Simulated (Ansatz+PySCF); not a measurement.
Results of a calculation; reference values are marked as such.
This Ansatz input gave a total energy of -116.10489 hartree.

```yaml
crystal:
  periodic: [false, false, false]
  atoms:
    - { symbol: C, position_ang: [0.0, 0.0, -0.49277] }
    - { symbol: C, position_ang: [0.0, 1.18984, 0.21106] }
    - { symbol: C, position_ang: [0.0, -1.18984, 0.21106] }
    - { symbol: H, position_ang: [0.0, 0.0, -1.58737] }
    - { symbol: H, position_ang: [0.0, 2.1593, -0.30303] }
    - { symbol: H, position_ang: [0.0, 1.20371, 1.30863] }
    - { symbol: H, position_ang: [0.0, -2.1593, -0.30303] }
    - { symbol: H, position_ang: [0.0, -1.20371, 1.30863] }
basis:
  gaussian: { orbitals: def2-SVP }
total_charge: 1
hamiltonian:
  xc: hf
```

(1) Write an input for PySCF with the same method and basis set.

## Answers

(1)

```python
from pyscf import gto, scf

mol = gto.M(atom="""
C 0.000000 0.000000 -0.492770
C 0.000000 1.189840 0.211060
C 0.000000 -1.189840 0.211060
H 0.000000 0.000000 -1.587370
H 0.000000 2.159300 -0.303030
H 0.000000 1.203710 1.308630
H 0.000000 -2.159300 -0.303030
H 0.000000 -1.203710 1.308630
""", basis='def2-svp', charge=1, spin=0)
mf = scf.RHF(mol)
mf.init_guess = 'minao'
mf.kernel()
while True:  # follow internal instabilities
    mo, _, stable, _ = mf.stability(return_status=True)
    if stable: break
    mf.kernel(mf.make_rdm1(mo, mf.mo_occ))
print(mf.converged, mf.e_tot, mf.spin_square()[0])
```

PySCF 2.14.0 gave -116.10490 hartree, 0.03 meV from the first.
